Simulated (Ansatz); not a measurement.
We consider 1T (CdI2-type) VS2, described by rVV10 in Ansatz (plane waves, PAW).

Settings: plane-wave cutoff 520 eV, 18×18×10 k mesh (along the axes of the cell as run), Fermi–Dirac smearing 0.05 eV, spin-polarised start, scalar-relativistic PAW data made under PBE.

The cell is scaled about its equilibrium volume:

Shape and atoms are relaxed at each volume.

```
V (Å³/atom)  P (GPa)  moment (μB per cell of 3 atoms)  c (Å)  a (Å)
-----------  -------  -------------------------------  -----  -----
16.955          1.91                             0.46  5.674  3.217
17.308          0.87                             0.51  5.744  3.231
17.661          0.00                             0.54  5.820  3.242
18.014         -0.71                             0.57  5.898  3.253
18.368         -1.27                             0.60  5.983  3.261
```

Note: the magnetic order was assumed, not searched for or taken from measurement; the relaxation could not lower the start's symmetry, so the cell can be a saddle point above a distorted one; the bulk modulus comes from volumes at which shape and atoms were relaxed.

Ansatz is a first-principles code.
